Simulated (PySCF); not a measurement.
## Vertical excitation energies

Compound: ethylhydrazine, C2H8N2.
SMILES: `CCNN`

Method: TDDFT wB97X-D/def2-SVPD, vertical, gas phase, core orbitals frozen in the response (PySCF 2.14.0, density-fitted response routines). The structure is a single PBE0-D3(BJ)/def2-SVP conformer in the gas phase; no vibrational or solvent corrections. Torsions of this conformer, `[CH3:1][CH2:2][NH:3][NH2:4]`: C1–C2–N3–N4 72°, H–N4–N3–C2 -85°, H–N4–N3–C2 34°.

Problem. Predict the UV-vis stick spectrum at this level.

Solution. 

```tsv
state	E (eV)	E (kJ/mol)	λ (nm)	f	main configurations (H = HOMO, L = LUMO)
S1	6.61	638	187.5	0.0069	H→L (77%), H→L+1 (14%)
S2	7.04	679	176.1	0.031	H-1→L (69%), H-1→L+2 (24%)
S3	7.23	698	171.4	0.012	H→L+1 (66%), H→L+2 (12%), H→L (12%)
S4	7.92	764	156.6	0.022	H-1→L+1 (78%), H-1→L+4 (10%)
S5	7.99	771	155.3	0.086	H→L+2 (58%), H→L+3 (22%), H→L+1 (9%)
S6	8.08	780	153.4	0.048	H→L+3 (65%), H→L+2 (19%)
S7	8.51	822	145.6	0.026	H-1→L+3 (58%), H-1→L+2 (16%), H-1→L+4 (9%)
S8	8.76	845	141.5	0.020	H→L+4 (58%), H→L+5 (26%)
S9	8.86	855	139.9	0.018	H→L+5 (27%), H-1→L+2 (21%), H→L+6 (14%)
S10	8.94	863	138.6	0.015	H→L+4 (19%), H→L+6 (18%), H-1→L+2 (18%)
```

Triplets (Tamm–Dancoff): T1 6.47 eV, H→L (71%), H→L+1 (17%); T2 6.80 eV, H-1→L (61%), H-1→L+2 (27%); T3 7.07 eV, H→L+1 (54%), H→L (16%), H→L+2 (12%); T4 7.78 eV, H-1→L+1 (71%), H-1→L+4 (16%).

The lowest singlet comes at 187 nm (638 kJ/mol) in the vacuum ultraviolet; it is weak; its leading configuration is HOMO→LUMO (77%). The strongest level in the table is S5 at 7.99 eV (155 nm, f = 0.086). Löwdin shares by element: HOMO nitrogen 70%, carbon 10% or more, hydrogen 6% or more; LUMO carbon 38%, nitrogen 8% or more, hydrogen 8% or more (atoms not listed hold the other 46%). Weighted by f, the mean energy of these states is 8.04 eV. The listed states span 2.33 eV, and the widest gap between neighbours is 0.68 eV (S3 to S4). Orbital energies (eV): HOMO-3 -12.40, HOMO-2 -11.67, HOMO-1 -9.21, HOMO -8.63, LUMO 2.41, LUMO+1 2.99, LUMO+2 3.51. The vertical ionisation energy (ΔSCF) is 9.12 eV, 0.18 eV above S10. Singlets were solved by full linear response, triplets in the Tamm–Dancoff approximation.

Without π bonds the low states are Rydberg-like; a valence basis with one diffuse set may place them up to an eV too high.
